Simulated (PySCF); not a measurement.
Compound: H2O2P (charge -1).
Bonds: O1–P2 (double), P2–O3. Hydrogens: H4, H5 on P2.

The closed-shell SCF was solved with PySCF and density fitting under several settings on one GFN2-xTB geometry (grid level 2 and gas phase unless stated).

```csv
settings,basis functions,SCF cycles,E (Eh),HOMO (eV),LUMO (eV)
PBE0/pcSseg-1,68,12,-492.7530,-1.56,6.79
HSE06/pcSseg-2,143,13,-492.9306,-1.59,5.32
```

Q: Estimate the rows for these settings: (1) B3LYP/pcSseg-1, fitting basis def2-universal-jkfit, energy threshold 1e-08 Eh; (2) PBE0/MINI, grid level 1; (3) OPBE/pcseg-1, grid level 1.

A: 
```json
{"settings": "B3LYP/pcSseg-1, fitting basis def2-universal-jkfit, energy threshold 1e-08 Eh", "basis functions": "68", "SCF cycles": "10", "E (Eh)": "-493.0660", "HOMO (eV)": "-1.27", "LUMO (eV)": "6.47"}
{"settings": "PBE0/MINI, grid level 1", "basis functions": "21", "SCF cycles": "9", "E (Eh)": "-489.6925", "HOMO (eV)": "0.44", "LUMO (eV)": "10.63"}
{"settings": "OPBE/pcseg-1, grid level 1", "basis functions": "56", "SCF cycles": "10", "E (Eh)": "-492.9100", "HOMO (eV)": "-0.14", "LUMO (eV)": "6.48"}
```

Q: Over all rows, what range does the HOMO–LUMO gap span?

A: From 6.62 eV (OPBE/pcseg-1, grid level 1) to 10.19 eV (PBE0/MINI, grid level 1). The functional of the narrowest has no exact exchange, that of the widest 25 % exact exchange.

Q: Compare two rows with the functional PBE0: PBE0/MINI, grid level 1 and PBE0/pcSseg-1. Which energy is lower, and by how much?

A: PBE0/pcSseg-1 (68 functions) lies 3.0605 Eh or 1920 kcal/mol below PBE0/MINI, grid level 1 (21 functions).

Cycle counts include a coarse-grid stage where the run had one. The HOMO energy is positive at PBE0/MINI; such an orbital is held in place by the finite basis.
